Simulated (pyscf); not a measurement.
O=Mo(F)(F)(F)–F (SMILES [O]=[Mo]([F])([F])([F])[F]) + H₂ (SMILES [H][H]) → O=MoH(F)(F)–F (SMILES [O]=[MoH]([F])([F])[F]) + HF (SMILES F) (four-centre exchange; singlet surface; F–Mo, H–H broken, H–Mo, F–H formed). Optimised with ωB97X-D3(BJ)/def2-SVP in PySCF. Rate constants from transition-state theory, ωB97M-D3(BJ)/def2-TZVP energies (ideal gas, 1 atm, RRHO with modes under 100 cm⁻¹ raised to 100, one conformer, R ln 2 for chiral ones without a mode under 150 cm⁻¹; no tunnelling), k in cm³ molecule⁻¹ s⁻¹.

```json
[
 {"T (K)": "298", "1000/T": "3.354", "log10 k": "-41.31"},
 {"T (K)": "600", "1000/T": "1.667", "log10 k": "-26.35"},
 {"T (K)": "900", "1000/T": "1.111", "log10 k": "?"},
 {"T (K)": "1200", "1000/T": "0.833", "log10 k": "-18.82"}
]
```

Problem. Fit an Arrhenius line to the three values, give the activation energy, and predict k at 900 K.

Solution. Least squares gives log10 k = -11.43 − 8.91 × 1000/T, so Ea = 8.91 × ln 10 × 1.987 = 40.8 kcal/mol, against an electronic barrier of 37.8. At 900 K the line gives -21.33; the computed value is -21.37 (ΔG‡ = 64.8 kcal/mol), close to the line. On the product side the descent ends in a complex, 6.4 kcal/mol under the separated species and 21.4 kcal/mol under the saddle at ωB97X-D3(BJ)/def2-TZVP. At the saddle there is also a short H–Mo contact that neither side keeps. One saddle was located; it need not be the lowest between these sides. Elements past Kr carry the def2 core potentials, without spin-orbit coupling.
